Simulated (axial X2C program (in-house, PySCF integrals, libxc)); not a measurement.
**NaH⁻: cheaper levels and CCSD(T), two-component**

All values were computed with an axial X2C code built on PySCF integrals. Two-component (2c) means X2C with spin–orbit coupling and atomic mean-field two-electron Coulomb and Gaunt terms. Basis: Na dyall-av3z [10s9p5d2f], H dyall-av3z [7s3p2d] (cores contracted in-house); Gaussian nuclei, density fitting, unrestricted open shells. Masses: Na 22.990 u, H 1.008 u.

State: Ω = 1/2 (⟨Sz⟩ = 0.50, ⟨Lz⟩ = 0.00 at HF); fragments Na + H- for PBE0, MP2, CCSD, B97-3, CCSD(T); Na- + H for HF.

| level | Re (Å) | ωe (cm⁻¹) | De (eV) |
| --- | --- | --- | --- |
| PBE0 | 1.995 | 948.5 | 1.61 |
| HF | 2.024 | 946.6 | n/a |
| MP2 | 1.988 | 965.8 | 1.58 |
| CCSD | 2.003 | 935.2 | 1.54 |
| B97-3 | 1.987 | 962.8 | 1.61 |

Correlated methods: 11 electrons correlated (number of frozen shells: Na 1 s; H none), 187 virtual spin orbitals or spinors in MP2, 90 natural virtuals in coupled cluster.

CCSD(T), same Hamiltonian and basis:

Re = 2.000 Å, ωe = 936.3 cm⁻¹, De = 1.54 eV; T1 = 0.011 (Lee–Taylor normalisation).

(1) Give the differences from CCSD(T) in the columns below.

The state is one determinant whose occupation by symmetry is held fixed; it was picked as the lowest of a PBE0 search that is not exhaustive. Dissociation energies refer to the lowest single-determinant-based atoms at the same level and basis. De is not given where an atomic determinant may have missed its ground term or J level, or where the truncated virtual space spoils (T). Density functionals use the spin component along the axis (collinear). Coupled cluster ran in a truncated set of natural virtual spinors; the MP2 energy of the rest was added. (T) has no such correction and the atoms are truncated less, which lowers De at CCSD(T) by a hundredth of an eV or more. The highest occupied level of some functionals is positive through self-interaction error; at Hartree–Fock it is bound.

## Answers

(1) 

| level | ΔRe (Å) | Δωe (cm⁻¹) | ΔDe (eV) |
| --- | --- | --- | --- |
| PBE0 | -0.005 | 12 | 0.07 |
| HF | 0.024 | 10 | n/a |
| MP2 | -0.012 | 30 | 0.04 |
| CCSD | 0.003 | -1 | 0.00 |
| B97-3 | -0.013 | 26 | 0.07 |
